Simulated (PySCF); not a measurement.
Molecule: SMILES N1=CN=CN1C, C$_{3}$H$_{5}$N$_{3}$.

Molfile (atoms numbered from 1):
```
C3H5N3
     RDKit          3D

 11 11  0  0  0  0  0  0  0  0999 V2000
   -1.6160   -0.1113    0.0730 C   0  0  0  0  0  0  0  0  0  0  0  0
   -0.1809   -0.0494    0.0004 N   0  0  0  0  0  0  0  0  0  0  0  0
    0.6194    1.0212   -0.1814 C   0  0  0  0  0  0  0  0  0  0  0  0
    1.8816    0.6521   -0.1571 N   0  0  0  0  0  0  0  0  0  0  0  0
    1.7950   -0.6827    0.0486 C   0  0  0  0  0  0  0  0  0  0  0  0
    0.5634   -1.1487    0.1494 N   0  0  0  0  0  0  0  0  0  0  0  0
   -1.9374   -0.3968    1.0851 H   0  0  0  0  0  0  0  0  0  0  0  0
   -1.9943   -0.8534   -0.6431 H   0  0  0  0  0  0  0  0  0  0  0  0
   -2.0295    0.8748   -0.1740 H   0  0  0  0  0  0  0  0  0  0  0  0
    0.2354    2.0310   -0.3266 H   0  0  0  0  0  0  0  0  0  0  0  0
    2.6632   -1.3368    0.1258 H   0  0  0  0  0  0  0  0  0  0  0  0
  1  2  1  0
  2  3  1  0
  3  4  2  0
  4  5  1  0
  5  6  2  0
  6  2  1  0
  1  7  1  0
  1  8  1  0
  1  9  1  0
  3 10  1  0
  5 11  1  0
M  END
```

Geometry PBE0-D3(BJ)/def2-SVP throughout; GIAO in PySCF, gas phase, one conformer, non-relativistic; equivalent atoms averaged; basis pcSseg-2.

(1) How do the shifts δ (against TMS, NH3 at the same level) depend on the functional? (ppm; last column core-seconds on shared hosts with different chips, so compare them loosely; the GGAs took longer than the global hybrids here, which isn't the general rule, and the cause wasn't traced)

(2) Which nucleus moves most, in ppm?

## Answers

(1) 
```tsv
functional	kind	C5	C3	C1	N6	N4	N2	H11	H10	H7/H8/H9	core-s
HF	Hartree–Fock	166.3	158.6	35.2	334.5	280.1	220.8	8.16	8.11	3.70	23
LDA	LDA	163.4	151.1	37.0	344.2	306.9	247.0	7.78	7.65	3.77	41
PBE	GGA	158.7	146.4	37.4	332.2	294.3	237.3	7.79	7.65	3.75	51
BLYP	GGA	159.5	146.9	37.6	336.1	297.0	240.3	7.77	7.63	3.77	50
BP86	GGA	158.4	146.3	37.6	330.0	292.1	235.8	7.79	7.65	3.75	51
OPBE	GGA	153.5	142.0	37.3	317.9	281.3	226.2	7.85	7.70	3.72	52
KT2	GGA	150.4	139.0	36.7	315.8	276.3	225.9	7.79	7.65	3.78	40
KT3	GGA	149.5	138.0	36.9	313.1	273.9	223.2	7.80	7.66	3.76	39
B97-D	GGA	155.2	143.5	37.6	322.1	284.0	230.3	7.78	7.65	3.76	42
B3LYP	global hybrid	162.3	150.7	37.3	338.6	296.8	238.3	7.86	7.74	3.76	25
PBE0	global hybrid	161.8	150.8	37.2	334.6	293.4	234.4	7.92	7.78	3.73	25
mPW1PW91	global hybrid	162.1	151.2	37.3	335.1	293.7	234.4	7.91	7.78	3.72	26
WP04	global hybrid	164.1	152.9	39.0	334.9	292.7	232.9	7.84	7.67	3.64	25
B97-2	global hybrid	159.0	148.1	37.3	327.3	286.6	229.9	7.89	7.76	3.73	24
BHandHLYP	global hybrid	165.1	155.1	36.7	340.6	294.0	234.1	7.99	7.89	3.74	24
CAM-B3LYP	range-separated hybrid	165.4	154.9	37.1	340.9	297.8	238.3	7.90	7.79	3.74	33
wB97X-D	range-separated hybrid	163.6	153.3	37.6	335.2	292.9	234.1	7.93	7.81	3.70	32
LC-wPBE	range-separated hybrid	167.9	158.5	37.6	334.4	292.4	231.5	7.91	7.82	3.64	40
```

(2) N4 (pyridine-type nitrogen of an azole): from 273.9 ppm with KT3 to 306.9 ppm with LDA. The smallest spread is 0.14 ppm, at H7/H8/H9. Proton shifts span only some 12 ppm, so a few tenths of a ppm matter as much there as several ppm in carbon.
